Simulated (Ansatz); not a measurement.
1T (CdI2-type) ZrSe2

Level of theory: B3LYP (VWN-RPA form) in Ansatz (plane waves, PAW).

Run with plane-wave cutoff 460 eV, 9×9×4 k mesh (along the axes of the cell as run), Fermi–Dirac smearing 0.01 eV, scalar-relativistic PAW data made under PBE.

Cell (measured lattice):

```xyz
3
Lattice="3.7700 0.0000 0.0000 -1.8850 3.2649 0.0000 0.0000 0.0000 6.1280" Properties=species:S:1:pos:R:3 pbc="T T T"
Zr     0.0000     0.0000     0.0000
Se     0.0000     2.1766     1.5688
Se     1.8850     1.0883     4.5592
```

- band gap = 1.32 eV
- smallest direct gap on the k points sampled = 2.12 eV

Measured, for comparison: band gap 1.18 eV (temperature not stated, no zero-point or thermal correction, fundamental, indirect, our sources range from 0.90 to 1.20; as tabulated in Rybak et al. (2022), arXiv:2210.12074).

Note: cell and atoms aren't relaxed at this level (pressure 4.6 GPa).

Spin–orbit coupling is not included.

The computed numbers hold no vibrational or temperature effects.

The result took very roughly 4 core-minutes.

Ansatz is an electronic-structure program.
